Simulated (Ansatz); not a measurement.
Rock-salt RbBr, treated with revPBE (PAW; Ansatz, a first-principles code).

Numerical settings: plane-wave cutoff 520 eV, 8×8×8 k mesh, Fermi–Dirac smearing 0.01 eV, scalar-relativistic PAW data made under PBE.

Properties against volume:

```tsv
V (Å³/atom)	P (GPa)	direct gap at Γ (eV)
44.159	0.65	4.433
45.099	0.41	4.384
46.038	0.19	4.337
46.978	0.00	4.291
47.917	-0.17	4.248
48.857	-0.33	4.205
49.797	-0.46	4.165
```

A straight line through the gaps at Γ against ln V gives a volume deformation potential dE_g(Γ)/d ln V of -2.2 eV: the gap at Γ widens under compression.

Measured, for comparison: band gap 7.2 eV (temperature not stated, not corrected to a static lattice; as tabulated in Aguado et al. (1998), arXiv:cond-mat/9809176).

Note: the cell is over a tenth larger than the published one: the level's own overestimate first of all, though another phase or state, or a fault of the published cell, is possible.

Spin–orbit coupling is not included.
